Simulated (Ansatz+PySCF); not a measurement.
A calculation with PySCF 2.14.0.

```python
from pyscf import gto, scf, cc

mol = gto.M(atom="""
Mg 0.000000 0.000000 0.000000
O 0.000000 0.000000 2.420000
""", basis='sto-3g', charge=0, spin=0)
mf = scf.RHF(mol)
mf.kernel()
mycc = cc.CCSD(mf, frozen=6).run()
et = mycc.ccsd_t()
print(mf.e_tot, mycc.e_corr, et, mycc.e_tot + et)
```

The script is written out from the run's settings.

Results

| Item | Value |
| --- | --- |
| Converged | yes |
| Reference energy | -270.71030 hartree |
| CCSD correlation energy | -0.06926 hartree |
| Triples correction | -0.00059 hartree |
| Total energy | -270.78016 hartree |
| Spin squared of the determinant | 0.000 |

Caution: bonds are stretched, where a single reference can fail; an unrestricted determinant lies well below.
